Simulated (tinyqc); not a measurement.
Stretching all distances: RHF, UHF, MP2, CISD and CCSD against full CI in the sto-3g basis, for BH3, spin multiplicity 1. Computed by the program tinyqc with PySCF. 

Geometry (angstrom):
```
atom,x,y,z
B,0.0000,0.0000,0.0430
H,1.1110,0.0000,0.0000
H,-0.5550,0.9620,0.0000
H,-0.5550,-0.9620,0.0000
```

All coordinates are multiplied by the scale. c0^2 is the weight of the RHF determinant in the lowest singlet FCI state (UHF is spin-contaminated and may lie near states of higher spin) and n(LUMO) the first natural occupation beyond the occupied space.

Full CI energy (hartree) and errors against it (kcal/mol):
```
scale,distance 1-2 (angstrom),E(FCI),RHF,UHF,MP2,CISD,CCSD,<S^2> UHF,c0^2,n(LUMO)
0.900,1.001,-26.04598,24.757,24.757,7.044,0.426,0.142,0.000,0.980,0.011
1.140,1.267,-26.11146,38.244,38.244,12.453,1.189,0.312,0.000,0.960,0.028
1.380,1.534,-25.99380,60.873,60.873,22.134,3.710,0.977,0.000,0.913,0.072
1.620,1.801,-25.84087,95.397,89.264,38.164,10.811,3.439,0.678,0.819,0.178
1.860,2.068,-25.71617,143.382,71.208,62.305,26.461,10.778,1.688,0.657,0.401
```

UHF parts from RHF first at scale 1.62 of those listed, where <S^2> leaves zero. The weight c0^2 goes from 0.98 to 0.66 and n(LUMO) from 0.01 to 0.40: static correlation grows as the bonds break into open-shell fragments. The spread of the error along the curve, which distorts its shape, is CCSD 10.6, CISD 26.0, MP2 55.3, UHF 64.5, RHF 118.6 kcal/mol. The table stops here: at scale 2.1 and beyond, the reference weight falls under 0.45 or RHF, UHF or CCSD hop between solutions, so those rows were left out and the spreads given cover only the rows shown. As computed, partly on other solutions, the errors there reach in size RHF 298, UHF 47, MP2 101, CISD 103, CCSD 69 kcal/mol.
